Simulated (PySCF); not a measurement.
## Orbital picture of LiB

PBE0 at R = 2.134 Å; Li def2-TZVP, B def2-TZVP; no relativity (PySCF 2.14). State: ³Π (triplet), unpaired electrons σ ↑, π ↑. Only the outer orbitals are listed, counted within each symmetry.

| spin | orbital | occ. | ε (eV) | on Li (%) | main shells (%) |
| --- | --- | --- | --- | --- | --- |
| α | 2σ | 1 | -55.69 | 100 | 100 Li s |
| α | 3σ | 1 | -10.11 | 7 | 92 B s |
| α | 4σ | 1 | -4.49 | 18 | 80 B p, 16 Li s |
| α | 1π | 1 | -3.92 | 14 | 86 B p, 14 Li p |
| α | 1π | 0 | -1.64 | 27 | 73 B p, 26 Li p |
| α | 5σ | 0 | -1.47 | 99 | 76 Li s, 23 Li p |
| α | 2π | 0 | 0.54 | 90 | 90 Li p, 10 B p |
| β | 2σ | 1 | -55.52 | 100 | 100 Li s |
| β | 3σ | 1 | -8.05 | 8 | 89 B s |
| β | 4σ | 0 | -1.12 | 90 | 83 Li s, 10 B p |
| β | 1π | 0 | -1.07 | 26 | 73 B p, 26 Li p |
| β | 1π | 0 | -0.37 | 43 | 57 B p, 43 Li p |

Problem. Which are the highest filled and the lowest empty level, where do they sit, and how wide is the gap?

Solution. Highest filled α 1π at -3.92 eV (in %: 86 B p, 14 Li p); lowest empty α 1π at -1.64 eV (in %: 73 B p, 26 Li p); the gap at PBE0 is 2.28 eV. Both belong to one degenerate shell, split only by its one-sided filling, so this is no excitation gap.

```json
{"bond order (Mayer)": "0.77", "⟨S²⟩": "2.004", "charge on Li (Mulliken, basis-dependent)": "0.53", "charge on Li (Löwdin, basis-dependent)": "0.39", "dipole moment (positive dipole means Li(−)B(+))": "-5.80 D"}
```

The state was picked by a PBE0 search and need not be the measured ground state.
